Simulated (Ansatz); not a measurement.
## doublet CS(+): levels of theory in one basis

```
atom   x (Å)   y (Å)   z (Å)
   C  0.0000  0.0000  0.0000
   S  0.0000  0.0000  1.6445
```

Basis set: def2-SVP (spherical functions). Frozen core: 6 orbitals. Correlation on ROHF uses semicanonical orbitals with singles. Charge 1, multiplicity 2.

Computed with Ansatz (development build ahead of 0.2.0); each method stands on the lowest determinant of its kind that the runs found.

```
      method  E − E(ROHF) (eV)  <S²> of the determinant
        ROHF              0.00                        –
         UHF             -1.40                     1.90
    ROHF-MP2             -6.92                        –
     UHF-MP2             -5.78                     1.90
ROHF-CCSD(T)             -7.80                        –
 UHF-CCSD(T)             -7.67                     1.90
```

(1) What does UHF-CCSDT(Q) give on the same scale?

Results:

(1) -7.90 eV.

Caution for ROHF, ROHF-MP2, ROHF-CCSD(T): an unrestricted determinant lies well below. Caution for UHF, UHF-MP2, UHF-CCSD(T), UHF-CCSDT(Q): the unrestricted determinant is a mixture of spin states. Caution for UHF-CCSD(T): the program doubts this total; another reference gives a lower total.
